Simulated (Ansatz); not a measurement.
Species: CH3S (charge 0, doublet). It need not be the lowest isomer of its formula. SMILES: [CH2]S
Coordinates optimised at B3LYP-D3(BJ)/def2-TZVP (Ansatz, a program for electronic structure):
```xyz
5

C     -0.0461     1.1066    -0.2404
S     -0.0135    -0.5541     0.1901
H      0.6281    -1.0204    -0.8936
H     -0.5168     1.7811     0.4559
H      0.3815     1.4649    -1.1612
```
Charge 0, spin multiplicity 2.

Wanted: atomisation energy (electronic, to ground-state atoms), in eV. Correlated levels leave the core frozen unless marked. UHF or UKS for open shells. Spin-orbit coupling is left out. Non-relativistic. The coupled-cluster limit lacks core correlation, which all-electron functionals hold. CBS(X,Y): correlation extrapolated as X^-3; Hartree-Fock from the larger set. [CCSD(T)-MP2]/basis is that difference in the basis named.

```csv
level,program,atomisation energy (eV)
HF/STO-3G,Ansatz,14.40
HF/aug-cc-pV(T+d)Z,Ansatz,11.74
RI-HF/def2-QZVPPD,Ansatz,11.77
PBE-D3(BJ)/def2-TZVPD,Ansatz + dftd3,16.57
r2SCAN-D4/def2-TZVPD,Ansatz + dftd4,16.36
B97M-V/def2-TZVPD,Ansatz,16.29
PBE0/6-31G*,Ansatz,15.96
```

Task: Estimate the value at RI-MP2/CBS(aug-cc-pV(T+d)Z,aug-cc-pV(Q+d)Z)+[CCSD(T)-MP2]/aug-cc-pV(T+d)Z as computed with Ansatz.

Result: 16.14 eV
